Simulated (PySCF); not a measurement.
Level of theory: core-valence-separated Tamm–Dancoff BHandHLYP/aug-pcX-1 (pcseg-1 on H) in PySCF, non-relativistic, gas phase, PBE0-D3(BJ)/def2-SVP geometry. BHandHLYP without relativity tends to put these K edges a few eV too low, so spacings mean more than positions.

Main lines of an unknown, eV (oscillator strength): C K: 282.9 (0.245), 285.7 (0.064), 285.7 (0.033), 286.2 (0.040). Listed: the first five lines at most of each edge with a tenth or more of its strongest line's intensity; roots within 0.03 eV on the same or equivalent atoms are summed. Only the lowest roots were sought, and the top ones are left out.

Question: Which candidate gives them?
A. `CC1C=CC=C1`
B. `C1=C[C@H]2C[C@H]2C1`
C. `C(C(=C=C)C)=C`
D. `C1=CCC=CC1`

Answer: D. 

- `C1=CCC=CC1`: C K: 282.9 (0.245), 285.7 (0.064), 285.7 (0.033), 286.2 (0.040). First C line listed at 282.9 eV, hole on the alkene CH carbon.
- `CC1C=CC=C1`: C K: 282.4 (0.112), 282.8 (0.107), 285.7 (0.024), 285.8 (0.029), 285.8 (0.035). First C line listed at 282.4 eV, hole on the alkene CH carbon.
- `C1=C[C@H]2C[C@H]2C1`: C K: 282.7 (0.056), 282.8 (0.064), 285.7 (0.009), 285.7 (0.012), 285.7 (0.015). First C line listed at 282.7 eV, hole on the alkene CH carbon (1s→π*).
- `C=C=C(C)C=C`: C K: 282.4 (0.057), 282.8 (0.052), 283.0 (0.064), 283.0 (0.068), 283.3 (0.056). First C line listed at 282.4 eV, hole on the terminal =CH2 carbon (1s→π*).

One conformer each; other structures than these candidates weren't tested.
